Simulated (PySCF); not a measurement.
# Match the barriers

Saddle point of SiNH₃, singlet (SiNH₃ ([NH2][SiH]) → SiNH₃ ([NH][SiH2]); bonds formed: H1–Si3; bonds broken: H1–N2), PBE0-D4/def2-TZVP structure:

```xyz
5
angstrom
H -0.6813 -1.0691 -0.4602
N 0.3648 -0.5776 0.6398
Si 0.2299 0.1291 -0.8628
H -0.1545 1.6028 -0.8460
H 0.2411 -0.0853 1.5291
```

Program: PySCF 2.14 with density fitting (its default auxiliary sets; JK sets also for MP2 and CCSD(T)). Basis: def2-TZVPP, with def2-QZVPP for the basis limit. Cores are frozen in the correlated methods. Extrapolation: Hartree–Fock as exp(−7.88 √X), correlation as X^−2.97. Four methods, as single points on the PBE0-D4 structures, gave these electronic barriers from the start structure: 61.54, 64.18, 68.14, 86.25 kcal/mol.

(1) The methods were, in alphabetical order, CCSD(T), HF, r2SCAN-D4, SPW92. Which gave which? (Judge from chemistry; the calculation decides.)

No T1 diagnostic of these runs exceeds 0.029. The T1 diagnostic is large here, which may signal multireference character or strong orbital relaxation, so CCSD(T) is less sure. The restricted Hartree–Fock reference is unstable towards an unrestricted one at one or more of these structures.

Results:

(1) The calculation gives: SPW92 61.54; r2SCAN-D4 64.18; CCSD(T) 68.14; HF 86.25 kcal/mol. For comparison, CCSD(T) at an estimated basis limit (MP2 extrapolated from triple and quadruple zeta, plus CCSD(T) − MP2 in triple zeta) gives 67.92 kcal/mol.

Labels in which every atom is bracketed show which atoms are joined, not bond orders.

For scale, one of the runs: CCSD(T)/def2-TZVPP, 115 basis functions, launched by `OMP_NUM_THREADS=4 python run.py`. The run took about 32 s on 4 CPU threads of a Oxide Virtual Turin-like (shared host).
